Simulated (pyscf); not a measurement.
A first-order saddle from PySCF, ωB97X-D3(BJ)/def2-SVP:

```xyz
9

C     -1.3524    -0.4209    -0.1237
N     -1.1124    -0.2392     1.1328
H     -0.8876    -1.2137    -0.7368
H     -2.2488     0.0466    -0.5583
H     -0.3146    -0.8200     1.4161
C     -0.0787     1.1136    -1.2087
H      0.9264     0.7575    -0.9671
H     -0.4309     0.9566    -2.2330
H     -0.4224     2.0111    -0.6891
```
Charge 0, spin multiplicity 2.

Surface: doublet, charge 0. Lowest wavenumbers (cm⁻¹): 440i, 122, 246, 423, 520.

Question: Name the species on either side of this saddle.

Answer: H₂C=NH + CH₃• ⇌ H₃C–CH₂–NH•, an addition read from left to right: none broken and C–C formed. At CCSD(T)/def2-TZVPP + ΔMP2(QZVPP) it lies +25.6 kJ/mol from the left side and +122.1 kJ/mol from the right (each side as separated species at their lowest minima found). H₃C–CH₂–NH• lies 37.3 kJ/mol over its isomer H₃C–CH•–NH₂, and others may lie lower still (electronic energy, ωB97M-D3(BJ)). This is the saddle that the search found; another between the same sides may lie lower. The CCSD(T) − MP2 part came from Ansatz, without density fitting, on the same reference. A UHF reference is spin-contaminated (<S²> up to 0.97), which harms MP2 most.
